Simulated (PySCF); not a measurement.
C2H6O, SMILES CCO (connectivity only; charge and spin as stated), charge +1, multiplicity 2.

The structure is a stationary point at PBE0-D3(BJ)/def2-TZVP. The spin state was assumed, not searched. Other conformers were not sampled.

The numbers are results of ωB97X/def2-TZVPD (PySCF), not measurements.

Question: Estimate the frontier levels, dipole moment and polarisability. (An estimate is asked for; the answer gives what the named calculation found.)

Answer: 
| Property | Result |
|---|---|
| α spin, highest occupied and lowest empty level | -18.41 and -3.05 eV |
| β spin, highest occupied and lowest empty level | -19.22 and -10.01 eV |
| dipole moment about the centre of nuclear charge | 0.09 D |
| mean static polarisability | 31.0 bohr³ (4.59 Å³) |
| polarisability, principal values | 24.7, 29.7, 38.5 bohr³ |
| ⟨S²⟩ | 0.755 (pure state 0.75) |
